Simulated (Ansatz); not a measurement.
I need the interaction energy of a dimer with the counterpoise correction of ClF. Use Ansatz 0.2.0, Python API. Level of theory (for the species named): B3LYP, cc-pVDZ basis, multiplicity 1.

```xyz
2

F     0.8143    0.0000    0.0000
Cl   -0.8143    0.0000    0.0000
```

Script `dimer_clf.py`:
```python
"""Binding of a ClF dimer at a trial geometry."""

import ansatz as az
import numpy as np

FIRST = [
    ("F", (0.8143, 0.0, 0.0)),
    ("Cl", (-0.8143, 0.0, 0.0)),
]
SECOND = [
    ("F", (-3.5453, -3.0853, 1.9504)),
    ("Cl", (-1.9494, -2.8175, 1.7671)),
]

def energy(atoms, ghosts=()):
    molecule = az.Crystal.molecule()
    for symbol, xyz in atoms:
        molecule = molecule.atom(symbol, xyz)
    calc = (
        molecule.calculation()
        .basis(gaussian="cc-pVDZ")
        .functional("B3LYP")
        .scf(lower_state_search="off")
    )
    deck = calc.input()
    if ghosts:
        deck = deck.set(az.key.basis.gaussian.ghost_atoms, [{"symbol": s, "position_ang": list(xyz)} for s, xyz in ghosts])
    return az.Session.from_dict(deck).plan().execute().report["free_energy_ev"]

# ghost atoms carry the functions of the partner
direction = np.array([-0.6188, -0.6647, 0.4186])
print("shift (A)   counterpoise-corrected interaction (eV)")
for shift in (-0.3, 0.0, 0.4, 1.0, 2.0):
    moved = [(s, tuple(np.round(np.array(xyz) + shift * direction, 4))) for s, xyz in SECOND]
    gain = energy(FIRST + moved) - energy(FIRST, moved) - energy(moved, FIRST)
    print(f"{shift:8.2f} {gain:14.3f}")
```

Output of `python dimer_clf.py`:
```text
shift (A)   counterpoise-corrected interaction (eV)
   -0.30          0.100
    0.00          0.030
    0.40          0.004
    1.00         -0.002
    2.00         -0.002
```

Caveats:
- The settings weren't tested for convergence.
- The dimer is a generated trial pose of unrelaxed monomers, not a minimum, so the figure is no binding energy, and the basis set is small.
- b3lyp holds the VWN-RPA fit, as in Gaussian; the form of ORCA and Turbomole is b3lyp5.
- This level lacks the dispersion part of the attraction (electrostatics and induction are there), which can decide the sign where the interaction is weak.
- Hardware and time: 8.3 s on 1 thread of Arm Neoverse V2, with other jobs on the host, peak memory 0.17 GiB.

(Lines on the test bed's own set-up are left out of the output.)
